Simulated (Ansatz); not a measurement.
The input, for Ansatz 0.2.0:

```yaml
crystal:
  periodic: [false, false, false]
  atoms:
    - {symbol: Al, position_ang: [0.000000, 0.000000, 0.000000]}
    - {symbol: P, position_ang: [0.000000, 0.000000, 5.321000]}
basis:
  gaussian: {orbitals: def2-SVPD}
total_charge: 1
magnetization: {spin_polarized: true, initial_magnetization: 3}
correlation: {method: mp2, electrons: outside_noble_gas}
output: {forces: true}
```

```sh
$ ansatz run in.yaml --threads 1 --pin off --events-out ev --progress --plain --max-ram 2393MiB
```

Roughly how long does this take on 1 thread of Arm Neoverse V2, shared host, and how much host memory?

0.69 s wall and 0.17 GiB.

```
427 factors; integrals over basis functions are off by at most 4.6e-4 eV
mean field evaluation 1: about -15841.6899 eV, gradient 5.9e0 eV
mean field evaluation 2: about -15841.7042 eV, gradient 5.8e0 eV
mean field evaluation 4: about -15842.0612 eV, gradient 3.5e-1 eV
mean field evaluation 8: about -15842.0662 eV, gradient 7.4e-3 eV
mean field evaluation 16: about -15841.7988 eV, gradient 1.7e0 eV
mean field evaluation 32: about -15841.7976 eV, gradient 1.7e0 eV
mean field -15842.06622021 eV, -582.1851954546 hartree, gradient 1.5e-6 eV, S^2 3.750759; 6 other end points of the search recorded, 0 dependent functions left out
10 core orbitals not correlated: weight in the atoms' cores, before any rotation towards them, 1.000 or more for the frozen orbitals, at most 0.000 for the correlated occupied ones
reference -15842.06622021 eV, -582.1851954546 hartree; 5, 2 occupied and 33, 36 virtual orbitals, 427 factors
second order -2.54282664 eV of doubles, -0.00000000 eV of singles
the calculation of the forces begins
Total energy: -15844.60904685 eV, -582.2786426099 hartree
Atom 0 at     0.000000     0.000000     0.000000 Å, force    -0.000000     0.000000     0.054045 eV/Å
Atom 1 at     0.000000     0.000000     5.321000 Å, force     0.000000     0.000000    -0.054045 eV/Å
Dipole moment:    -0.000000    -0.000000    -2.705081 e Å
```

Forces (eV/Å):
```
Al   0.000  0.000  0.054
P    0.000  0.000 -0.054
```
